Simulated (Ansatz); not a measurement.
# CH₄Si + H₂S: a complex and its separated parts, part 2 of 2

Ansatz 0.2.0, Gaussian basis.

**13. CAM-B3LYP-D4/def2-TZVPP**

The inputs:

parta/in.yaml

```yaml
crystal:
  periodic: [false, false, false]
  atoms:
    - {symbol: Si, position_ang: [-0.736828, -0.308039, 0.618459]}
    - {symbol: C, position_ang: [1.005814, -0.987339, 0.329827]}
    - {symbol: H, position_ang: [-0.292435, 0.687818, 1.692920]}
    - {symbol: H, position_ang: [1.054022, -1.767137, -0.431294]}
    - {symbol: H, position_ang: [1.404154, -1.383381, 1.273072]}
    - {symbol: H, position_ang: [1.680204, -0.168644, 0.047754]}
basis:
  gaussian: {orbitals: def2-TZVPP}
hamiltonian: {xc: {name: CAM-B3LYP}, dispersion: d4}
```

partb/in.yaml

```yaml
crystal:
  periodic: [false, false, false]
  atoms:
    - {symbol: H, position_ang: [-1.552550, 0.685789, -1.958582]}
    - {symbol: S, position_ang: [-0.773551, 1.253567, -1.025893]}
    - {symbol: H, position_ang: [-1.788830, 1.987266, -0.546163]}
basis:
  gaussian: {orbitals: def2-TZVPP}
hamiltonian: {xc: {name: CAM-B3LYP}, dispersion: d4}
```

Each run has its own folder and the same command.

Launch:

```sh
> ansatz run in.yaml --threads 2 --pin off --events-out ev --progress --plain --max-ram 4352MiB
```

Log of parta (excerpt; [...] marks lines left out):

```text
Functional definition: CAM-B3LYP
  name "CAM-B3LYP"
  cite "Yanai, Tew & Handy, Chem. Phys. Lett. 393, 51 (2004) doi:10.1016/j.cplett.2004.06.011"
  cite "Iikura, Tsuneda, Yanai & Hirao, J. Chem. Phys. 115, 3540 (2001) doi:10.1063/1.1383587"
  cite "Becke, Phys. Rev. A 38, 3098 (1988) doi:10.1103/PhysRevA.38.3098"
  cite "Lee, Yang & Parr, Phys. Rev. B 37, 785 (1988) doi:10.1103/PhysRevB.37.785"
[...]
  # Exact exchange under (alpha + beta erf(omega r))/r, Becke's under what is left of 1/r.
[...]
707 factors; their error is unknown
186 factors; integrals over basis functions are off by at most 1.5e-5 eV
[...]
mean field -8978.11914655 eV, -329.9397930480 hartree, gradient 7.5e-5 eV, S^2 0.000000; 0 other end points of the search recorded, 0 dependent functions left out
reference -8978.11925455 eV, -329.9397970169 hartree; 12, 12 occupied and 117, 117 virtual orbitals, 707 factors
Total energy: -8978.18503237 eV, -329.9422143074 hartree
```

Output in partb (excerpt; [...] marks lines left out):

```text
[... 6 set-up lines as earlier in the session ...]
[...]
  # Exact exchange under (alpha + beta erf(omega r))/r, Becke's under what is left of 1/r.
[...]
414 factors; their error is unknown
87 factors; integrals over basis functions are off by at most 9.9e-5 eV
[...]
mean field -10868.61809834 eV, -399.4143481000 hartree, gradient 1.9e-5 eV, S^2 0.000000; 0 other end points of the search recorded, 0 dependent functions left out
reference -10868.61817542 eV, -399.4143509326 hartree; 9, 9 occupied and 61, 61 virtual orbitals, 414 factors
Total energy: -10868.63013054 eV, -399.4147902753 hartree
```

They took 0.8 s (parta), 0.3 s (partb) on 2 threads of Arm Neoverse V2, shared host.

**14. wB97X-V/def2-TZVPP**

Each input of step 13 (parta, partb) changes in the same lines:

```diff
-hamiltonian: {xc: {name: CAM-B3LYP}, dispersion: d4}
+hamiltonian: {xc: {name: wB97X-V}}
```

One command serves all of them, each in its own folder.

Launch:

```sh
> ansatz run in.yaml --threads 2 --pin off --events-out ev --progress --plain --max-ram 4352MiB
```

Log of parta (excerpt; [...] marks lines left out):

```text
Functional definition: wB97X-V
  name "wB97X-V"
  cite "Mardirossian & Head-Gordon, Phys. Chem. Chem. Phys. 16, 9904 (2014) doi:10.1039/C3CP54374A"
[... 2 set-up lines as earlier in the session ...]
[...]
      + integral(e_c_pw_opposite_spin*poly(b97_u_opposite, cos0, cos1)) + vv10(b, c)
707 factors; their error is unknown
175 factors; integrals over basis functions are off by at most 1.5e-5 eV
[...]
mean field -8976.99553076 eV, -329.8985009292 hartree, gradient 2.9e-5 eV, S^2 0.000000; 0 other end points of the search recorded, 0 dependent functions left out
reference -8976.99552911 eV, -329.8985008688 hartree; 12, 12 occupied and 117, 117 virtual orbitals, 707 factors
Total energy: -8976.99552911 eV, -329.8985008688 hartree
```

partb printed (excerpt; [...] marks lines left out):

```text
[... 5 set-up lines as earlier in the session ...]
[...]
      + integral(e_c_pw_opposite_spin*poly(b97_u_opposite, cos0, cos1)) + vv10(b, c)
409 factors; their error is unknown
87 factors; integrals over basis functions are off by at most 4.4e-5 eV
[...]
mean field -10866.66390068 eV, -399.3425326608 hartree, gradient 7.8e-5 eV, S^2 0.000000; 0 other end points of the search recorded, 0 dependent functions left out
reference -10866.66389952 eV, -399.3425326180 hartree; 9, 9 occupied and 61, 61 virtual orbitals, 409 factors
Total energy: -10866.66389952 eV, -399.3425326180 hartree
```

Wall times: 2.4 s (parta), 0.7 s (partb) on 2 threads of Arm Neoverse V2, shared host.

**15. wB97M-V/def2-TZVPP**

Each input of step 14 (parta, partb) changes in the same lines:

```diff
-hamiltonian: {xc: {name: wB97X-V}}
+hamiltonian: {xc: {name: wB97M-V}}
```

One command serves all of them, each in its own folder.

Launch:

```sh
> ansatz run in.yaml --threads 2 --pin off --events-out ev --progress --plain --max-ram 4352MiB
```

Log of parta (excerpt; [...] marks lines left out):

```text
Functional definition: wB97M-V
  name "wB97M-V"
  cite "Mardirossian & Head-Gordon, J. Chem. Phys. 144, 214110 (2016) doi:10.1063/1.4952647"
[... 2 set-up lines as earlier in the session ...]
  # Of w^i u^j: cxij and so on, Table III.
[...]
  gx(w, u) = 1 - cx + cx01*u + cx10*w
[...]
      + integral(e_c_pw_mod_opposite_spin*gos(b97_w_opposite, b97_u_opposite)) + vv10(b, c)
707 factors; their error is unknown
175 factors; integrals over basis functions are off by at most 1.5e-5 eV
[...]
mean field -8977.32038005 eV, -329.9104389204 hartree, gradient 2.6e-5 eV, S^2 0.000000; 0 other end points of the search recorded, 0 dependent functions left out
reference -8977.32041989 eV, -329.9104403845 hartree; 12, 12 occupied and 117, 117 virtual orbitals, 707 factors
Total energy: -8977.32041989 eV, -329.9104403845 hartree
```

partb printed (excerpt; [...] marks lines left out):

```text
[... 5 set-up lines as earlier in the session ...]
  # Of w^i u^j: cxij and so on, Table III.
[...]
  gx(w, u) = 1 - cx + cx01*u + cx10*w
[...]
      + integral(e_c_pw_mod_opposite_spin*gos(b97_w_opposite, b97_u_opposite)) + vv10(b, c)
409 factors; their error is unknown
87 factors; integrals over basis functions are off by at most 4.4e-5 eV
[...]
mean field -10867.51056922 eV, -399.3736471555 hartree, gradient 7.8e-6 eV, S^2 0.000000; 0 other end points of the search recorded, 0 dependent functions left out
reference -10867.51059739 eV, -399.3736481907 hartree; 9, 9 occupied and 61, 61 virtual orbitals, 409 factors
Total energy: -10867.51059739 eV, -399.3736481907 hartree
```

Times: 2.5 s (parta), 0.85 s (partb) on 2 threads of Arm Neoverse V2, shared host.

**16. B2PLYP/def2-TZVPP**

Each input of step 15 (parta, partb) changes in the same lines:

```diff
-hamiltonian: {xc: {name: wB97M-V}}
+hamiltonian: {xc: {name: B2PLYP}}
```

Each run has its own folder and the same command.

Launch:

```sh
> ansatz run in.yaml --threads 2 --pin off --events-out ev --progress --plain --max-ram 4352MiB
```

parta printed (excerpt; [...] marks lines left out):

```text
Functional definition: B2PLYP
  name "B2PLYP"
  cite "Grimme, J. Chem. Phys. 124, 034108 (2006) doi:10.1063/1.2148954"
[... 2 set-up lines as earlier in the session ...]
[...]
730 factors; integrals over basis functions are off by at most 8.7e-4 eV
[...]
mean field -8971.67044684 eV, -329.7028077046 hartree, gradient 2.4e-6 eV, S^2 0.000000; 0 other end points of the search recorded, 0 dependent functions left out; unrestricted orbitals would lower it
6 core orbitals not correlated: weight in the atoms' cores, before any rotation towards them, 1.000 or more for the frozen orbitals, at most 0.000 for the correlated occupied ones
reference -8971.67058635 eV, -329.7028128315 hartree; 6, 6 occupied and 117, 117 virtual orbitals, 730 factors
second order -9.54227963 eV of doubles, -0.00000000 eV of singles
Total energy: -8974.24700185 eV, -329.7974943548 hartree
```

Log of partb (excerpt; [...] marks lines left out):

```text
[... 5 set-up lines as earlier in the session ...]
[...]
386 factors; integrals over basis functions are off by at most 9.9e-4 eV
[...]
mean field -10863.10110260 eV, -399.2116022461 hartree, gradient 3.7e-6 eV, S^2 0.000000; 0 other end points of the search recorded, 0 dependent functions left out
5 core orbitals not correlated: weight in the atoms' cores, before any rotation towards them, 1.000 or more for the frozen orbitals, at most 0.000 for the correlated occupied ones
reference -10863.10120249 eV, -399.2116059170 hartree; 4, 4 occupied and 61, 61 virtual orbitals, 386 factors
second order -6.35673802 eV of doubles, -0.00000000 eV of singles
Total energy: -10864.81752176 eV, -399.2746794867 hartree
```

Wall times: 1.4 s (parta), 0.4 s (partb) on 2 threads of Arm Neoverse V2, shared host.

**17. PBE-QIDH/def2-TZVPP**

The same edit goes into each in.yaml of step 16 (parta, partb):

```diff
-hamiltonian: {xc: {name: B2PLYP}}
+hamiltonian: {xc: {name: PBE-QIDH}}
```

Each run has its own folder and the same command.

Launch:

```sh
> ansatz run in.yaml --threads 2 --pin off --events-out ev --progress --plain --max-ram 4352MiB
```

parta printed (excerpt; [...] marks lines left out):

```text
Functional definition: PBE-QIDH
  name "PBE-QIDH"
  cite "Brémond, Sancho-García, Pérez-Jiménez & Adamo, J. Chem. Phys. 141, 031101 (2014) doi:10.1063/1.4890314"
[... 1 set-up line as earlier in the session ...]
[...]
730 factors; integrals over basis functions are off by at most 8.7e-4 eV
[...]
mean field -8968.34647324 eV, -329.5806539280 hartree, gradient 9.3e-6 eV, S^2 0.000000; 0 other end points of the search recorded, 0 dependent functions left out; unrestricted orbitals would lower it
6 core orbitals not correlated: weight in the atoms' cores, before any rotation towards them, 1.000 or more for the frozen orbitals, at most 0.000 for the correlated occupied ones
reference -8968.34648339 eV, -329.5806543011 hartree; 6, 6 occupied and 117, 117 virtual orbitals, 730 factors
second order -8.83319106 eV of doubles, -0.00000000 eV of singles
Total energy: -8971.29088041 eV, -329.6888588958 hartree
```

Output in partb (excerpt; [...] marks lines left out):

```text
[... 4 set-up lines as earlier in the session ...]
[...]
386 factors; integrals over basis functions are off by at most 9.9e-4 eV
[...]
mean field -10860.20507025 eV, -399.1051750204 hartree, gradient 1.1e-6 eV, S^2 0.000000; 0 other end points of the search recorded, 0 dependent functions left out
5 core orbitals not correlated: weight in the atoms' cores, before any rotation towards them, 1.000 or more for the frozen orbitals, at most 0.000 for the correlated occupied ones
reference -10860.20507703 eV, -399.1051752696 hartree; 4, 4 occupied and 61, 61 virtual orbitals, 386 factors
second order -5.89905315 eV of doubles, -0.00000000 eV of singles
Total energy: -10862.17142809 eV, -399.1774373379 hartree
```

They took 1.1 s (parta), 0.4 s (partb) on 2 threads of Arm Neoverse V2, shared host.

**18. RPA on PBE/def2-TZVPP**

The same edit goes into each in.yaml of step 17 (parta, partb):

```diff
-hamiltonian: {xc: {name: PBE-QIDH}}
+hamiltonian: {xc: pbe}
+correlation: {method: rpa}
```

The same command starts each run, in its folder.

Launch:

```sh
> ansatz run in.yaml --threads 2 --pin off --events-out ev --progress --plain --max-ram 4352MiB
```

Log of parta (excerpt; [...] marks lines left out):

```text
[... 4 set-up lines as earlier in the session ...]
[...]
730 factors; integrals over basis functions are off by at most 8.7e-4 eV
[...]
mean field -8972.89079695 eV, -329.7476547440 hartree, gradient 4.9e-6 eV, S^2 0.000000; 0 other end points of the search recorded, 0 dependent functions left out
6 core orbitals not correlated: weight in the atoms' cores, before any rotation towards them, 1.000 or more for the frozen orbitals, at most 0.000 for the correlated occupied ones
reference -8954.33462293 eV, -329.0657279266 hartree; 6, 6 occupied and 117, 117 virtual orbitals, 730 factors
Total energy: -8968.84613570 eV, -329.5990161846 hartree
```

partb printed (excerpt; [...] marks lines left out):

```text
[... 4 set-up lines as earlier in the session ...]
[...]
386 factors; integrals over basis functions are off by at most 9.9e-4 eV
[...]
mean field -10863.54266045 eV, -399.2278291978 hartree, gradient 1.7e-6 eV, S^2 0.000000; 0 other end points of the search recorded, 0 dependent functions left out
5 core orbitals not correlated: weight in the atoms' cores, before any rotation towards them, 1.000 or more for the frozen orbitals, at most 0.000 for the correlated occupied ones
reference -10849.04804238 eV, -398.6951618084 hartree; 4, 4 occupied and 61, 61 virtual orbitals, 386 factors
Total energy: -10858.41207918 eV, -399.0392838139 hartree
```

Wall times: 1.2 s (parta), 0.35 s (partb) on 2 threads of Arm Neoverse V2, shared host.

**19. CCSD(T)/def2-TZVPP**

Each input of step 18 (parta, partb) changes in the same lines:

```diff
-hamiltonian: {xc: pbe}
-correlation: {method: rpa}
+correlation: {method: ccsd_t}
```

One command serves all of them, each in its own folder.

Launch:

```sh
> ansatz run in.yaml --threads 2 --pin off --events-out ev --progress --plain --max-ram 4352MiB
```

parta printed (excerpt; [...] marks lines left out):

```text
Functional definition: HF
  name "HF"
  cite "Fock, Z. Phys. 61, 126 (1930) doi:10.1007/BF01340294"
[... 1 set-up line as earlier in the session ...]
[...]
730 factors; integrals over basis functions are off by at most 8.7e-4 eV
[...]
mean field -8954.95921739 eV, -329.0886813496 hartree, gradient 1.9e-6 eV, S^2 0.000000; 0 other end points of the search recorded, 0 dependent functions left out; unrestricted orbitals would lower it
[...]
reference -8954.95921739 eV, -329.0886813496 hartree; 6, 6 occupied and 117, 117 virtual orbitals, 730 factors
second order -7.77994377 eV of doubles, -0.00000000 eV of singles
cycle   1  -8.42190440 eV  change   -6.4e-1 eV  update   7.3e-2
[...]
cycle  10  -8.75892236 eV  change    8.2e-7 eV  update   6.5e-6
perturbative correction -0.31868288 eV, -0.0117113798 hartree
Total energy: -8964.03682263 eV, -329.4222771892 hartree
```

Output in partb (excerpt; [...] marks lines left out):

```text
[... 4 set-up lines as earlier in the session ...]
[...]
386 factors; integrals over basis functions are off by at most 9.9e-4 eV
[...]
mean field -10849.38785726 eV, -398.7076497750 hartree, gradient 1.3e-6 eV, S^2 0.000000; 0 other end points of the search recorded, 0 dependent functions left out
5 core orbitals not correlated: weight in the atoms' cores, before any rotation towards them, 1.000 or more for the frozen orbitals, at most 0.000 for the correlated occupied ones
reference -10849.38785726 eV, -398.7076497750 hartree; 4, 4 occupied and 61, 61 virtual orbitals, 386 factors
second order -5.20086106 eV of doubles, -0.00000000 eV of singles
cycle   1  -5.68433936 eV  change   -4.8e-1 eV  update   4.9e-2
[...]
cycle   8  -5.86284799 eV  change    3.2e-6 eV  update   5.9e-6
perturbative correction -0.21792023 eV, -0.0080084206 hartree
Total energy: -10855.46862547 eV, -398.9311138852 hartree
```

They took 3.1 s (parta), 0.3 s (partb) on 2 threads of Arm Neoverse V2, shared host; peak memory 0.58 GiB.

**20. Vibrations of CH₄Si**

vib-parta/in.yaml

```yaml
crystal:
  periodic: [false, false, false]
  atoms:
    - {symbol: Si, position_ang: [-0.736828, -0.308039, 0.618459]}
    - {symbol: C, position_ang: [1.005814, -0.987339, 0.329827]}
    - {symbol: H, position_ang: [-0.292435, 0.687818, 1.692920]}
    - {symbol: H, position_ang: [1.054022, -1.767137, -0.431294]}
    - {symbol: H, position_ang: [1.404154, -1.383381, 1.273072]}
    - {symbol: H, position_ang: [1.680204, -0.168644, 0.047754]}
basis:
  gaussian: {orbitals: def2-TZVP}
hamiltonian: {xc: pbe0, dispersion: d4}
phonons: {temperatures: {t_min: 298.15, t_max: 900, t_step: 200}}
```

Launch:

```sh
> ansatz run in.yaml --threads 2 --pin off --events-out ev --progress --plain --max-ram 4352MiB
```

Log (excerpt; [...] marks lines left out):

```text
[... 5 set-up lines as earlier in the session ...]
[...]
624 factors; their error is unknown
[...]
mean field -8973.81964227 eV, -329.7817891799 hartree, gradient 5.5e-5 eV, S^2 0.000000; 0 other end points of the search recorded, 0 dependent functions left out
[...]
Atom 3 at     1.054022    -1.767137    -0.431294 Å, force    -0.000065     0.004171     0.003810 eV/Å
Atom 4 at     1.404154    -1.383381     1.273072 Å, force     0.000988     0.000154    -0.003655 eV/Å
Atom 5 at     1.680204    -0.168644     0.047754 Å, force    -0.000236    -0.003173    -0.000165 eV/Å
Dipole moment:     0.235740    -0.054460    -0.002254 e Å
Vibrations: 130.40 554.51 625.55 676.40 940.19 1236.92 1419.62 1435.52 2010.45 3015.96 3081.60 3138.87 cm⁻¹, zero-point energy 1.132347 eV
```

Wall time 17 s (2 threads of Arm Neoverse V2, shared host).

The modes, with what each moves most:

```csv
mode,wavenumber (cm⁻¹),character
1,130,torsion
2,555,bend with torsion
3,626,bend
4,676,Si–C stretch
5,940,bend
6,1237,bend
7,1420,bend
8,1436,bend
9,2010,Si–H stretch
10,3016,C–H stretch
11,3082,C–H stretch
12,3139,C–H stretch
```

Vibrational sums (real modes only):

```csv
T (K),entropy (J/mol/K),heat capacity (J/mol/K)
298,18.4,24.0
498,35.0,41.1
698,51.0,53.8
898,65.7,63.4
```

**21. Vibrations of H₂S**

vib-partb/in.yaml

```yaml
crystal:
  periodic: [false, false, false]
  atoms:
    - {symbol: H, position_ang: [-1.552550, 0.685789, -1.958582]}
    - {symbol: S, position_ang: [-0.773551, 1.253567, -1.025893]}
    - {symbol: H, position_ang: [-1.788830, 1.987266, -0.546163]}
basis:
  gaussian: {orbitals: def2-TZVP}
hamiltonian: {xc: pbe0, dispersion: d4}
phonons: {temperatures: {t_min: 298.15, t_max: 900, t_step: 200}}
```

Launch:

```sh
> ansatz run in.yaml --threads 2 --pin off --events-out ev --progress --plain --max-ram 4352MiB
```

Log (excerpt; [...] marks lines left out):

```text
[... 5 set-up lines as earlier in the session ...]
[...]
359 factors; their error is unknown
[...]
mean field -10864.45046315 eV, -399.2611903319 hartree, gradient 4.8e-5 eV, S^2 0.000000; 0 other end points of the search recorded, 0 dependent functions left out
[...]
Total energy: -10864.46265903 eV, -399.2616385220 hartree
Atom 0 at    -1.552550     0.685789    -1.958582 Å, force    -0.001290    -0.000038    -0.000506 eV/Å
Atom 1 at    -0.773551     1.253567    -1.025893 Å, force     0.001675     0.000451     0.001120 eV/Å
Atom 2 at    -1.788830     1.987266    -0.546163 Å, force    -0.000386    -0.000413    -0.000614 eV/Å
Dipole moment:    -0.233727     0.021610    -0.059007 e Å
Vibrations: 1208.99 2724.46 2739.83 cm⁻¹, zero-point energy 0.413691 eV
```

Wall time 1.8 s (2 threads of Arm Neoverse V2, shared host).

The modes, with what each moves most:

| mode | wavenumber (cm⁻¹) | character |
| --- | --- | --- |
| 1 | 1209 | bend |
| 2 | 2724 | S–H stretch |
| 3 | 2740 | S–H stretch |

Vibrational sums (real modes only):

```csv
T (K),entropy (J/mol/K),heat capacity (J/mol/K)
298,0.2,0.8
498,1.2,3.7
698,3.0,7.0
898,5.1,10.2
```

**22. Complex less separated parts**

The complex's own energies come from single points at the same levels.

Rows are in def2-TZVPP; times add the 3 runs of a level on a shared host, so small differences are noise.

Differences are taken before rounding.

| method | rung | complex less parts (kJ/mol) | from CCSD(T) (kJ/mol) | time |
| --- | --- | --- | --- | --- |
| SPW92 | LDA | -95.7 | -49.3 | 1.7 s |
| PBE-D4 | GGA | -73.7 | -27.3 | 2.7 s |
| BLYP-D4 | GGA | -56.0 | -9.5 | 2.7 s |
| r2SCAN-D4 | meta-GGA | -69.6 | -23.2 | 5.6 s |
| B97M-V | meta-GGA | -54.3 | -7.9 | 12 s |
| PBE0-D4 | hybrid | -69.8 | -23.4 | 3.4 s |
| B3LYP-D4 | hybrid | -54.8 | -8.4 | 3.3 s |
| r2SCAN0-D4 | hybrid | -67.1 | -20.7 | 5.4 s |
| BHLYP-D4 | hybrid | -51.6 | -5.2 | 3 s |
| CAM-B3LYP-D4 | range-separated hybrid | -51.4 | -4.9 | 3.3 s |
| wB97X-V | range-separated hybrid | -55.1 | -8.6 | 9.6 s |
| wB97M-V | range-separated hybrid | -54.1 | -7.7 | 10 s |
| B2PLYP | double hybrid | -46.1 | +0.4 | 5.7 s |
| PBE-QIDH | double hybrid | -61.9 | -15.4 | 5.7 s |
| RPA on PBE | RPA | -36.9 | +9.5 | 5 s |
| Hartree-Fock | wavefunction | -13.7 | +32.7 |  |
| MP2 | wavefunction | -56.7 | -10.3 |  |
| CCSD | wavefunction | -39.5 | +7.0 |  |
| CCSD(T) | wavefunction | -46.4 | 0 | 37 s |

Among the levels timed on like hardware and quicker than the yardstick, those that no quicker one beats, quickest first: SPW92 (1.7 s, -49.3 kJ/mol); BLYP-D4 (2.7 s, -9.5 kJ/mol); BHLYP-D4 (3 s, -5.2 kJ/mol); CAM-B3LYP-D4 (3.3 s, -4.9 kJ/mol); B2PLYP (5.7 s, +0.4 kJ/mol).

B2PLYP reaches 0.4 kJ/mol from the reference in 5.7 s, where CCSD(T) took 37 s; the quickest level in the cost chart, SPW92, takes 1.7 s and misses by 49.3 kJ/mol.

The complex's zero-point energy, from a separate PBE0-D4 run, is 1.694 eV.

**23. Summary of results**

What follows sums up all 2 parts.

| quantity | value |
| --- | --- |
| complex less parts, CCSD(T)/def2-TZVPP | -46.4 kJ/mol |
| with zero-point energy | -32.2 kJ/mol |
| largest T1 diagnostic | 0.012 |

**Reading.** At CCSD(T) the complex lies 46.4 kJ/mol below its parts. Among the functionals B2PLYP lands nearest to CCSD(T) (+0.4 kJ/mol) and SPW92 farthest (-49.3 kJ/mol). Mean unsigned error by rung: LDA 49.3, GGA 18.4, meta-GGA 15.5, hybrid 14.4, range-separated hybrid 7.1, double hybrid 7.9 kJ/mol. PBE-D4 gives a relative energy 27.3 kJ/mol too low, outside chemical accuracy (1 kcal/mol, 4.2 kJ/mol). No counterpoise was applied, and triple zeta lacks some correlation, so the CCSD(T) reference has a basis error of its own, and close matches with it are partly luck. The restricted Hartree–Fock reference is unstable towards an unrestricted one at one or more of these structures.
